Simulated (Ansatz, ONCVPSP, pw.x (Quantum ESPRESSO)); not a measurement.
Al (fcc): variants of one ONCV potential in the solid

```json
{
  "Element": "aluminium",
  "Generator": "ONCVPSP 4.0.1.1 (patched build)",
  "Type": "optimised norm-conserving Vanderbilt (ONCV)",
  "Functional": "PBEsol",
  "Relativity": "scalar-relativistic",
  "Frozen core": "[Ne]",
  "Valence charge": "3",
  "Reference configuration": "3s2 3p1",
  "Partial waves": "3s: rc 1.90 bohr, ncon 5, nbas 9, qcut 3.5 1/bohr, local; 3p: rc 2.20 bohr, ncon 4, nbas 9, qcut 4.3 1/bohr, 1 projector; d scattering state at 0.03 Ha: rc 1.95 bohr, ncon 5, nbas 9, qcut 4.7 1/bohr, 2 projectors, debl 3 Ha",
  "Local potential": "the s channel",
  "Core correction": "none"
}
```

Crystal test: fcc Al in pw.x 7.5, no spin, 14³ k-points, Fermi–Dirac smearing 0.01 Ry, cutoffs set for each file from its atomic test. The reference is all-electron LAPW (Ansatz 0.2.0) with the same functional, mesh and smearing; V0 and B0 come from Birch–Murnaghan fits to the pressures at five volumes. Errors are pseudo minus all-electron; Δ is the rms difference of the E(V) curves that follow from these fits, minima aligned, over ±6 % about the mean V0. Mesh and smearing are coarse, so the numbers serve the comparison and aren't converged zero-temperature values; the lattice is a test structure that the element need not adopt.

All-electron: a0 = 4.015 Å (V0 = 16.18 Å³/atom), B0 = 81.2 GPa.

```tsv
change	cutoffs (Ry)	pw.x	a0 (Å)	a0 error (%)	B0 error (%)	Δ (meV/atom)	mean pressure error (GPa)
base	35/140	converged	4.012	-0.06	-1.5	0.5	-0.15
d: debl 0.15	35/140	converged	4.013	-0.05	-1.5	0.5	-0.12
d: rc 2.46	35/140	converged	4.011	-0.08	-1.4	0.7	-0.19
s: nproj 1; local potential polynomial inside 1.75 bohr (lpopt 5, dvloc0 6 Ha)	35/140	converged	4.017	+0.05	-2.0	0.4	+0.12
s: rc 1.86	35/140	converged	4.012	-0.06	-1.5	0.6	-0.15
```

Question: Give the row for: p: qcut 3.9.

Answer: pw.x: converged; mean pressure error (GPa): -0.14; a0 (Å): 4.012; a0 error (%): -0.06; B0 error (%): -1.5; Δ (meV/atom): 0.5.
